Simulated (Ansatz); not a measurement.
# C3H6F2S: up Jacob's ladder to CCSD(T)

An exercise on one series of results from a longer session: the logs are not shown, and one member is left open.

Computed with Ansatz 0.2.0, Gaussian basis. Level: functionals in def2-TZVPP, the program's frozen cores in correlated methods.

The runs, in order: LDA (SPW92), PBE-D4, revPBE-D4, BLYP-D4, r2SCAN-D4, B97M-V, PBE0-D4, B3LYP-D4, r2SCANh-D4, r2SCAN0-D4, HSE06-D4, BHLYP-D4, CAM-B3LYP-D4, LC-ωPBE, ωB97X-V, ωB97M-V, B2PLYP, PBE-QIDH; CCSD(T)/def2-SVP; CCSD(T)/def2-TZVPP; MP2/def2-QZVPP; extrapolation to the limit; RPA on PBE.

### Structure used throughout

All runs share one geometry, relaxed beforehand with PBE0-D4 in a triple-zeta def2 set.

12 atoms, charge 0, spin multiplicity 1.

Atoms are counted from 1 here; the program's logs count them from 0.

Bond lengths: C1–S2 1.798 Å, C1–H7 1.090 Å, C1–H8 1.090 Å, C1–H9 1.089 Å, S2–C3 1.816 Å, C3–C4 1.502 Å, C3–F5 1.357 Å, C3–F6 1.362 Å, C4–H10 1.092 Å, C4–H11 1.089 Å, C4–H12 1.089 Å. Angles: S2–C1–H7 105.8°, S2–C1–H8 112.2°, S2–C1–H9 110.8°, H7–C1–H8 108.5°, H7–C1–H9 108.7°, H8–C1–H9 110.6°, C1–S2–C3 99.9°, S2–C3–C4 116.1°, S2–C3–F5 105.0°, S2–C3–F6 110.1°, C4–C3–F5 109.7°, C4–C3–F6 109.0°, F5–C3–F6 106.6°, C3–C4–H10 108.7°, C3–C4–H11 110.4°, C3–C4–H12 109.6°, H10–C4–H11 108.9°, H10–C4–H12 109.8° and more.

Set-up of the first run:

in.yaml reads:

```yaml
crystal:
  periodic: [false, false, false]
  atoms:
    - {symbol: C, position_ang: [-1.038870, -0.886588, 1.265674]}
    - {symbol: S, position_ang: [0.667392, -0.332321, 1.384384]}
    - {symbol: C, position_ang: [0.727459, 0.796952, -0.036024]}
    - {symbol: C, position_ang: [0.562631, 0.166269, -1.389003]}
    - {symbol: F, position_ang: [1.942804, 1.395625, 0.043424]}
    - {symbol: F, position_ang: [-0.201401, 1.782136, 0.110433]}
    - {symbol: H, position_ang: [-1.226277, -1.468192, 2.168739]}
    - {symbol: H, position_ang: [-1.203932, -1.528140, 0.399805]}
    - {symbol: H, position_ang: [-1.720720, -0.036996, 1.249305]}
    - {symbol: H, position_ang: [0.637021, 0.945004, -2.150462]}
    - {symbol: H, position_ang: [-0.412666, -0.312331, -1.468769]}
    - {symbol: H, position_ang: [1.343358, -0.576620, -1.543504]}
basis:
  gaussian: {orbitals: def2-TZVPP}
hamiltonian: {xc: lda}
output: {orbitals: {seedname: orbitals}}
```

Run with:

```bash
$ ansatz run in.yaml --threads 4 --pin off --events-out ev --progress --plain --max-ram 10444MiB
```

Steps of the session up to this table: LDA; PBE-D4 (GGA); revPBE-D4 (GGA); BLYP-D4 (GGA); r2SCAN-D4 (meta-GGA); B97M-V (meta-GGA); B3LYP-D4 (hybrid); r2SCANh-D4 (hybrid); r2SCAN0-D4 (hybrid); HSE06-D4 (hybrid); BHLYP-D4 (hybrid); CAM-B3LYP-D4 (range-separated); LC-ωPBE (range-separated); ωB97X-V (range-separated); ωB97M-V (range-separated); B2PLYP (double hybrid); PBE-QIDH (double hybrid).

One of the session's tables, all rows but one given; the rest of the session is left out.

It belongs to the step «Orbital energies across the functionals». 

```
  functional  HOMO (eV)  LUMO (eV)  gap (eV)
 LDA (SPW92)      -5.82      -0.74      5.08
      PBE-D4      -5.70      -0.52      5.18
   revPBE-D4      -5.65      -0.43      5.22
     BLYP-D4      -5.57      -0.43      5.14
   r2SCAN-D4      -5.97      -0.23      5.74
      B97M-V      -6.08      -0.26      5.82
     PBE0-D4      -6.99       0.48      7.46
    B3LYP-D4      -6.76       0.19      6.95
  r2SCANh-D4      -6.44       0.14      6.58
  r2SCAN0-D4      -7.16       0.68      7.83
    HSE06-D4      -6.58       0.09      6.68
    BHLYP-D4      -8.17       1.39      9.55
CAM-B3LYP-D4      -8.38       1.50      9.87
     LC-ωPBE          ?          ?         ?
     ωB97X-V      -9.41       2.62     12.02
     ωB97M-V      -9.24       2.32     11.56
```

Q: Estimate the row for LC-ωPBE from the others.

**Answer.** HOMO (eV): -9.78; LUMO (eV): 2.80; gap (eV): 12.57. In the column «HOMO (eV)» it is the lowest.
